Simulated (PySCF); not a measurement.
## Working out the electron affinity of Li

Li⁻ [He] 2s2 (1S) → Li [He] 2s1 (2S). All numbers are calculated (PySCF 2.14, no relativity, point nucleus, in aug-cc-pCVQZ). Frozen: nothing. Energies in hartree (1 hartree = 27.21139 eV):

| part | Li⁻ (lower) | Li (upper) |
| --- | --- | --- |
| UHF | -7.428185 | -7.432720 |
| MP2 opposite-spin | -0.057048 | -0.039007 |
| MP2 same-spin | -0.000600 | -0.000543 |

What does Hartree-Fock give?

(-7.432720) − (-7.428185) = -0.004535 hartree = -0.123 eV.

What do MP2 and SCS-MP2 (6/5 opposite-spin, 1/3 same-spin) give?

The opposite-spin parts differ by 0.491 eV and the same-spin parts by 0.002 eV. MP2: -0.123 + (0.491) + (0.002) = 0.370 eV. SCS-MP2: -0.123 + 1.2 × (0.491) + (0.002)/3 = 0.467 eV.

A first-order spin-orbit estimate adds 0.000 eV to MP2 (valence and next inner shell), giving 0.370 eV against 0.618 eV (measured; photodetachment measurements, as compiled on the Wikipedia data page of electron affinities).

What remains against the reference includes basis incompleteness and correlation beyond second order.
